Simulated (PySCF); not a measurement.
**Orbital picture of CO**

TPSS at R = 1.127 Å; basis C 6-311G(d,p), O 6-311G(d,p); no relativity; PySCF 2.14. State: ¹Σ⁺ (singlet), closed shell. Only the outer orbitals are listed, counted within each symmetry.

| orbital | occ. | ε (eV) | on C (%) | main shells (%) |
| --- | --- | --- | --- | --- |
| 3σ | 2 | -29.82 | 25 | 67 O s, 14 C s, 10 C p |
| 4σ | 2 | -14.24 | 22 | 53 O p, 25 O s, 20 C s |
| 1π | 2 | -11.78 | 29 | 71 O p, 27 C p |
| 1π | 2 | -11.78 | 29 | 71 O p, 27 C p |
| 5σ | 2 | -9.11 | 91 | 57 C s, 34 C p, 10 O p |
| 2π | 0 | -1.58 | 75 | 75 C p, 24 O p |
| 2π | 0 | -1.58 | 75 | 75 C p, 24 O p |

Q: Which are the highest filled and the lowest empty level, where do they sit, and how wide is the gap?

A: Highest filled 5σ at -9.11 eV (in %: 57 C s, 34 C p, 10 O p); lowest empty 2π at -1.58 eV (in %: 75 C p, 24 O p); the gap at TPSS is 7.53 eV.

| Item | Value |
| --- | --- |
| bond order (Mayer) | 2.43 |
| ⟨S²⟩ | 0.000 |
| charge on C (Mulliken, basis-dependent) | 0.08 |
| charge on C (Löwdin, basis-dependent) | -0.14 |
| dipole moment (positive dipole means C(−)O(+)) | 0.23 D |
